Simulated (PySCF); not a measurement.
Working out the ionisation energy of B

B [He] 2s2 2p1 (2P) → B+ [He] 2s2 (1S). Computed with PySCF 2.14 in x2c-SVPall (3s2p1d, 14 functions), with scalar relativity by spin-free X2C-1e. Frozen: 1s2. Energies in hartree (1 hartree = 27.21139 eV):

| part | B (lower) | B+ (upper) |
| --- | --- | --- |
| UHF | -24.507213 | -24.208699 |
| CCSD correlation | -0.056899 | -0.059285 |
| (T) | -0.000848 | 0.000000 |

Problem. What does Hartree-Fock give?

Solution. (-24.208699) − (-24.507213) = 0.298514 hartree = 8.123 eV.

Problem. What do CCSD and CCSD(T) give?

Solution. The CCSD correlation energies differ by -0.002386 hartree = -0.065 eV and the triples by 0.000848 hartree = 0.023 eV, so CCSD gives 8.058 eV and CCSD(T) 8.081 eV.

Measured between the centres of the two terms (NIST): 8.297 eV, so CCSD(T) (valence) is off by -0.216 eV.

A double-zeta basis recovers only part of the correlation energy.

The coupled-cluster amplitudes are large, so a single reference is strained.

What remains against the reference includes basis incompleteness, the frozen core and higher excitations.
